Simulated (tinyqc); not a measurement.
Inside a calculation. Method: Pariser-Parr-Pople SCF with singles CI, for the molecule NC1=CC(N)=C1 (SMILES; centres numbered as the heavy atoms are written). One step of it, computed by the program tinyqc.

Task: Singles CI, singlets. Over the 8 single excitations with the smallest orbital gaps: A = (e_a - e_i) delta + 2 (ia|jb) - (ij|ab), with (pq|rs) = sum c_mp c_mq gamma_mn c_nr c_ns. f = 2/3 w |mu|^2 in atomic units, mu = sqrt2 sum c_ia sum_m c_mi c_ma R_m.

orbital energies (eV): [-14.481009, -12.358203, -9.362400, -7.420900, -0.102218, 4.533372]

coefficients, order 1N, 2C, 3C, 4C, 5N, 6C:
$$\begin{pmatrix}
0.369258 & 0.614938 & 0.577290 & 0.000000 & -0.349072 & -0.174313 \\
0.473039 & 0.349072 & -0.150523 & 0.000000 & 0.614938 & 0.503564 \\
0.374009 & 0.000000 & -0.379578 & 0.707107 & 0.000000 & -0.464799 \\
0.473039 & -0.349072 & -0.150523 & 0.000000 & -0.614938 & 0.503564 \\
0.369258 & -0.614938 & 0.577290 & 0.000000 & 0.349072 & -0.174313 \\
0.374009 & 0.000000 & -0.379578 & -0.707107 & 0.000000 & -0.464799
\end{pmatrix}$$

repulsion gamma_rs (eV), order 1N, 2C, 3C, 4C, 5N, 6C:
$$\begin{pmatrix}
16.800000 & 8.281656 & 5.170699 & 4.074854 & 2.965185 & 5.170699 \\
8.281656 & 11.130000 & 7.553654 & 6.088094 & 4.074854 & 7.553654 \\
5.170699 & 7.553654 & 11.130000 & 7.553654 & 5.170699 & 6.088094 \\
4.074854 & 6.088094 & 7.553654 & 11.130000 & 8.281656 & 7.553654 \\
2.965185 & 4.074854 & 5.170699 & 8.281656 & 16.800000 & 5.170699 \\
5.170699 & 7.553654 & 6.088094 & 7.553654 & 5.170699 & 11.130000
\end{pmatrix}$$

Centres (angstrom, eV; a flat drawing with bonds scaled to 1.40 angstrom):
```
centre          x          y  core charge z          W   gamma_rr
1N       2.390000   0.000000              2  25.600000  16.800000
2C       0.990000   0.000000              1  11.160000  11.130000
3C       0.000000   0.990000              1  11.160000  11.130000
4C      -0.990000   0.000000              1  11.160000  11.130000
5N      -2.390000   0.000000              2  25.600000  16.800000
6C       0.000000  -0.990000              1  11.160000  11.130000
```

Give: singlet CI matrix; singlet excitation energies; oscillator strengths.

Result:

singlet CI matrix (eV), order 4>5, 3>5, 4>6, 2>5, 3>6, 1>5, 2>6, 1>6:
$$\begin{pmatrix}
0.3458 & 0.0000 & 0.0000 & 0.0000 & 0.0000 & 0.0000 & 0.0000 & 0.0000 \\
0.0000 & 5.2157 & 0.0000 & 0.0000 & 0.0000 & 0.2113 & -0.8935 & 0.0000 \\
0.0000 & 0.0000 & 6.2679 & 0.0000 & 0.0000 & 0.0000 & 0.0000 & 0.0000 \\
0.0000 & 0.0000 & 0.0000 & 7.2085 & -0.2859 & 0.0000 & 0.0000 & -0.8816 \\
0.0000 & 0.0000 & 0.0000 & -0.2859 & 8.2979 & 0.0000 & 0.0000 & 0.6310 \\
0.0000 & 0.2113 & 0.0000 & 0.0000 & 0.0000 & 8.2734 & -0.6842 & 0.0000 \\
0.0000 & -0.8935 & 0.0000 & 0.0000 & 0.0000 & -0.6842 & 11.0519 & 0.0000 \\
0.0000 & 0.0000 & 0.0000 & -0.8816 & 0.6310 & 0.0000 & 0.0000 & 12.3261
\end{pmatrix}$$

singlet excitation energies (eV): [0.3458, 5.0783, 6.2679, 7.0341, 8.1140, 8.2197, 11.3487, 12.5787]

oscillator strengths: [0.0000, 1.1878, 0.4645, 0.0000, 0.0085, 0.0000, 0.0008, 0.0000]
